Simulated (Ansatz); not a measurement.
System: SnCl2 (Pnma, No. 62). Method: HSE06 (Ansatz, an electronic-structure program, plane waves, PAW).

Numerical settings: plane-wave cutoff 500 eV, 4×6×2 k mesh (along the axes of the cell as run), gaussian smearing 0.02 eV, scalar-relativistic PAW data made under PBE.

Cell (relaxed with r²SCAN):

Space group Pnma (No. 62); a = 8.054 Å, b = 4.288 Å, c = 9.674 Å, α = β = γ = 90.00°

```tsv
atom	site	symmetry	x	y	z
Sn	4c	.m.	0.2274	0.2500	0.4397
Cl	4c	.m.	0.0200	0.2500	0.6461
Cl	4c	.m.	0.1452	0.2500	0.0807
```

Problem. Estimate the band gap that the calculation returns.

Solution. 
* **band gap**: 3.93 eV (on the SCF k mesh)

Note: cell and atoms aren't relaxed at this level (largest force component 0.05 eV/Å, pressure 0.4 GPa).

Spin–orbit coupling is not included.

Static lattice: no zero-point or thermal effects.
